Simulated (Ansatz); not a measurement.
Species, as SMILES: O=[CH] (CH-O), doublet.
Atoms: C1, O2, H3. Bonds: C1-O2, C1-H3.

Basis-set convergence of the highest harmonic wavenumber at HF with Ansatz (a first-principles code). Each level at its own minimum, finite differences of forces, unscaled; the reference is a large set that could be run, not a limit. Cartesian d functions, on some or all atoms, in 6-31G*, 6-31+G*; all else is spherical. The program fits the integrals of some runs and decomposes those of others, by size. Open shells are unrestricted. No added dispersion term, no relativity. Reference: the value in def2-QZVPPD, 2859 cm⁻¹, itself unsure by roughly 5 cm⁻¹ (its mean distance from pcseg-3, def2-QZVPP, cc-pVQZ). Deviations are taken from unrounded values.

```tsv
basis	functions	highest harmonic wavenumber (cm⁻¹)	minus reference (cm⁻¹)
def2-SV(P)	30	2909	50
6-31G*	32	2918	59
cc-pVDZ	33	2853	-6
6-31+G*	40	2946	87
6-311G**	42	2851	-8
6-311++G(2d,2p)	64	2867	8
def2-TZVP	68	2854	-6
cc-pVTZ	74	2851	-8
def2-TZVPP	76	2856	-4
6-311++G(3df,3pd)	96	2861	2
aug-cc-pVTZ	115	2863	4
aug-pcseg-2	115	2871	12
def2-QZVPPD	162	2859	0
```

The smallest set listed that lies within 20 cm⁻¹ of the reference with all its larger relatives (same family, alike in diffuse functions; a set with none counts only in the reference's own line) is cc-pVDZ (33 functions, -6 cm⁻¹ off). Inside, with no larger relative to test it: 6-311G**, aug-cc-pVTZ, aug-pcseg-2. (Relatives not listed, tested too: cc-pVQZ -6, def2-QZVP -2, def2-QZVPP -2 cm⁻¹.)
